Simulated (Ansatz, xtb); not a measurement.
## CHFS: which of two isomers lies lower

Structure a is `C#SF`, a singlet and structure b is `FC=S`, a singlet. Both are isolated molecules in the gas phase, relaxed with B3LYP-D4/def2-TZVP.

Quicker runs give these differences E(b) − E(a): GFN2-xTB −1.502 eV; HF/STO-3G −4.407 eV (at GFN2-xTB geometries); r2SCAN-D4/def2-SVP −2.045 eV (at GFN2-xTB geometries).

Problem. Estimate E(b) − E(a) at the level CCSD(T)/def2-TZVPP.

Solution. Calculated at CCSD(T)/def2-TZVPP: E(b) − E(a) = −1.644 eV, so structure b lies lower.

Level by level:

```tsv
level	geometry	E(b) − E(a) (eV)	departure from the last row (eV)	job, with rough time for the two
GFN2-xTB	GFN2-xTB	−1.502	+0.142	optimisation, 0.69 s
HF/STO-3G	GFN2-xTB	−4.407	−2.763	single point, 0.8 s
r2SCAN-D4/def2-SVP	GFN2-xTB	−2.045	−0.401	single point, 6.2 s
B3LYP-D4/def2-TZVP	B3LYP-D4/def2-TZVP	−1.521	+0.123	optimisation, 47 s
HF/def2-TZVPP	B3LYP-D4/def2-TZVP	−2.019	−0.376	part of the CCSD(T) run
MP2/def2-TZVPP	B3LYP-D4/def2-TZVP	−1.686	−0.042	part of the CCSD(T) run
CCSD(T)/def2-TZVPP	B3LYP-D4/def2-TZVP	−1.644		single point, 55 s
```

As drawn, b has 1 C–F, 1 C=S in place of 1 C≡S, 1 F–S.

None of the levels shown reverses the order. The largest departure from CCSD(T)/def2-TZVPP is that of HF/STO-3G, 2.763 eV.

With harmonic frequencies from B3LYP-D4/def2-TZVP (ideal gas, rigid rotor, one conformer each, 298.15 K, 1 atm): on the last row, ΔE + ΔZPE = −1.573, ΔH = −1.585, ΔG = −1.564 eV.

The T1 diagnostic of structure a is large, so the coupled-cluster value is less sure. The correlated steps freeze 7 core orbitals. Programs: Ansatz 0.2.0, xtb 6.7.1; the last row on 1 thread of AMD EPYC (Zen 3) on a shared host.
